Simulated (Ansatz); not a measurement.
## Ansatz (development build ahead of 0.2.0) run

```yaml
crystal:
  periodic: [false, false, false]
  atoms:
    - { symbol: H, position_ang: [0.0, -0.00061, -1.36021] }
    - { symbol: B, position_ang: [0.0, 0.00053, -0.16844] }
    - { symbol: S, position_ang: [0.0, 8.0e-05, 1.52865] }
basis:
  gaussian: { orbitals: def2-SVP }
total_charge: 1
magnetization:
  spin_polarized: true
  initial_magnetization: 1
hamiltonian:
  xc: hf
correlation:
  method: ccsd_t
  frozen_orbitals: { B: 1, H: 0, S: 5 }
```

The input is written out in the form of the current development build from the run's settings.

Results

```
Converged          : yes
Reference energy   : -422.31061 hartree
Correlation energy : -0.19841 hartree
Total energy       : -422.50902 hartree
Stability test     : minimum
```
